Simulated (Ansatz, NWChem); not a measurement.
Errors in the dipole moment

8 molecules with nitrogen; the dipole moment in D, computed less measured. Shapes, held fixed at every level: PBE0-D4/def2-TZVP. No vibrational averaging. Dipoles are compared by magnitude; molecules under 1 D, whose direction can flip, are left out. Programs: Ansatz 0.2.0, NWChem 7.3.0. A level may come from different programs for different species; with the same settings they agree closely. Measured values: NIST CCCBDB.

Levels: A = HF/def2-SVP; B = B3LYP/6-31G* (Cartesian functions); C = PBE0/def2-SVP.

```tsv
molecule	measured	A	B	C
HCN (SMILES C#N)	2.98	+0.21	-0.08	-0.09
C3HN (cyanoacetylene)	3.72	+0.37	+0.09	+0.02
CH3N (methanimine)	2.00	+0.20	-0.05	-0.07
C2F3N (cyanotrifluoromethane)	1.33	-0.16	+0.15	-0.05
C2H5N (SMILES C=NC)	1.53	+0.21	-0.12	-0.09
C3H3NO (oxazole)	1.50	+0.02	+0.05	+0.05
C2H7N (dimethylamine)	1.03	+0.06	-0.04	-0.07
C4H5N (pyrrole)	1.84	+0.18	+0.10	+0.19
```

**Question.** Which level does best on this set, which worst, and which err to one side?

**Answer.** 
| level | kind | mean error | mean absolute error | worst case |
| --- | --- | --- | --- | --- |
| HF/def2-SVP | Hartree–Fock | +0.136 | 0.176 | C3HN |
| B3LYP/6-31G* (Cartesian functions) | global hybrid | +0.013 | 0.085 | C2F3N |
| PBE0/def2-SVP | global hybrid | -0.014 | 0.079 | C4H5N |

On this set PBE0/def2-SVP has the smallest mean absolute error and HF/def2-SVP the largest. HF/def2-SVP is too high in 7 of 8. The levels differ in basis as well as in method. The tabulated values of C2F3N, C4H5N are in doubt (older tables, estimates, or at odds with other calculations) and kept here. Over the 6 molecules whose values aren't doubted the mean absolute errors are A 0.178; B 0.072; C 0.065. The smallest two are near a tie. The set is small.
